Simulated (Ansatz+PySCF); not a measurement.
Values are calculated unless marked as measured or tabulated.
## PySCF 2.14.0 run

```python
from pyscf import gto, scf, mp

mol = gto.M(atom="""
N 0.000000 0.000000 -0.163560
H 0.000000 0.000000 1.144920
""", basis='6-31g', charge=0, spin=2)
mf = scf.UHF(mol)
mf.kernel()
pt = mp.MP2(mf, frozen=1).run()
print(mf.e_tot, pt.e_corr, pt.e_tot)
```

The script is written out from the run's settings.

Output:

* Converged: yes
* Reference energy: -54.91392 hartree
* Correlation energy: -0.05695 hartree
* Total energy: -54.97087 hartree

Caution: bonds are stretched, where a single reference can fail; the unrestricted determinant is spin contaminated.
